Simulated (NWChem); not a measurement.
System: fluoromethane (CH3F); SMILES FC

NWChem input:

```
start job
memory heap 200 mb stack 900 mb global 1100 mb
geometry units angstroms noautoz
  C      0.000000     0.000000    -0.601791
  F      0.000000     0.000000     0.761623
  H      0.732586     0.732586    -0.979623
  H      0.268145    -1.000731    -0.979623
  H     -1.000731     0.268145    -0.979623
end
basis spherical
  C library 6-31g*
  F library 6-31g*
  H library 6-31g*
end
dft
  xc b3pw91
  iterations 150
  mulliken
end
task dft energy
```

Geometry: optimised at PBE0/def2-SVP.

Q: Predict the main results of this run. (B3PW91/6-31G* (spherical d).) Quantities: energy (Ha); highest occupied level (eV); orbital gap (eV); dipole (D).

A: 
| Quantity | Value |
|---|---|
| energy (Ha) | -139.68 |
| highest occupied level (eV) | -9.05 |
| orbital gap (eV) | 12.15 |
| dipole (D) | 1.65 |
